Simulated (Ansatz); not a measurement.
How far a parabola holds: energy against volume of rock-salt BaS

System: rock-salt BaS. Method: PBE (Ansatz, an electronic-structure program, PAW). Numerical settings: plane-wave cutoff 520 eV, 10×10×10 k mesh, Fermi–Dirac smearing 0.01 eV, scalar-relativistic PAW data made under PBE. The cell has no free parameter but its volume, all volumes share cutoff and mesh, and the runs aren't spin-polarised. Energies are free energies at the run's smearing, counted from the lowest row; static lattice.

```csv
V (Å³/atom),E (meV/atom)
31.214,?
31.878,7.46
32.542,1.80
33.206,0.00
33.870,1.67
34.534,6.44
```

Task: Using a parabola, estimate the missing E at V = 31.214 from the other rows, showing the fit.

Result: With u = V - 33.2, the rows have u = -1.3220, -0.6580, 0.0060, 0.6700, 1.3340. Least squares gives E = 0.000 - 0.3741·u + 3.9416·u². Residuals (row less fit): 0.077, -0.153, 0.002, 0.151, -0.075; standard error 0.170 (degrees of freedom: 2). The fitted curve has its minimum at V = 33.2, where E = -0.01. Its curvature is d²E/dV² = 2 × 3.9416 meV/Å⁶, so B = V0·d²E/dV² × 0.1602 = 42.0 GPa. At the withheld row, u = -1.9860, so E = 0.000 - 0.3741 × (-1.9860) + 3.9416 × (-1.9860)² = 16.289 meV/atom. The calculation gives 17.43 meV/atom, 1.141 meV/atom above the prediction (6.5 % of the range of E in the table). The row lies outside the fitted rows, so this is an extrapolation. From the scatter of the fitted rows alone, a prediction at this place has a standard error of 0.402 meV/atom, so the miss is 2.8 times that.

The residuals are curvature that a parabola lacks, not noise. A solid that stiffens under compression and softens on expansion lies above the parabola at the compressed end and under it at the expanded end, as this row does. A third-order Birch-Murnaghan fit to the whole scan has B0 = 41.7 GPa. Only scans are tabulated whose curvature falls smoothly with volume, and where the parabola meets the shown rows within 5 % of their range and misses the end by 0.1 meV or more.

Spin–orbit coupling is not included.
